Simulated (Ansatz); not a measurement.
Antiferromagnetic (type II) rock-salt NiO was calculated with PBEsol in Ansatz (plane waves, PAW).

Run with plane-wave cutoff 520 eV, 14×14×14 k mesh, Fermi–Dirac smearing 0.01 eV, spin-polarised with opposed moments, scalar-relativistic PAW data made under PBE.

Energies at three volumes about the minimum:

```csv
V (Å³/atom),E − E_lowest (meV/atom)
8.565,2.52
8.740,0.00
8.914,2.35
```

Q: Fit a parabola by hand: where is the minimum, and what is the bulk modulus?

A: Slopes: (0.00 − 2.52)/(8.740 − 8.565) = -14.400 and (2.35 − 0.00)/(8.914 − 8.740) = 13.506 meV/Å³. Curvature E″ = 2 × (13.506 − (-14.400))/(8.914 − 8.565) = 159.920 meV/Å⁶. From the middle of the first interval, the slope vanishes at V0 = 8.6525 − (-14.400)/159.920 = 8.743 Å³/atom. B = V0 E″ = 8.743 × 159.920 meV/Å³ × 0.1602 GPa per meV/Å³ = 224 GPa. The full Birch–Murnaghan fit to all volumes gives V0 = 8.740 Å³/atom and B0 = 223 GPa.

Shape and atoms are relaxed at each volume.

Measured, for comparison: bulk modulus 192 ± 7 GPa (room temperature, not corrected to a static lattice, equation of state from high-pressure X-ray diffraction, sources range from 174 to 209; as tabulated in Gavriliuk et al., The first-order structural transition in NiO at high …); equilibrium volume per atom 9.07 Å³/atom (5 K, not corrected to a static lattice, pseudo-cubic cell; as tabulated in Yang et al. (2022), arXiv:2205.02972). Computed less measured: bulk modulus +16 % (+7 % to +28 % over the range), equilibrium volume per atom -3.6 %.

Note: without U or exact exchange, gaps and moments of open d shells tend to come out too small.

Ansatz is a first-principles code.
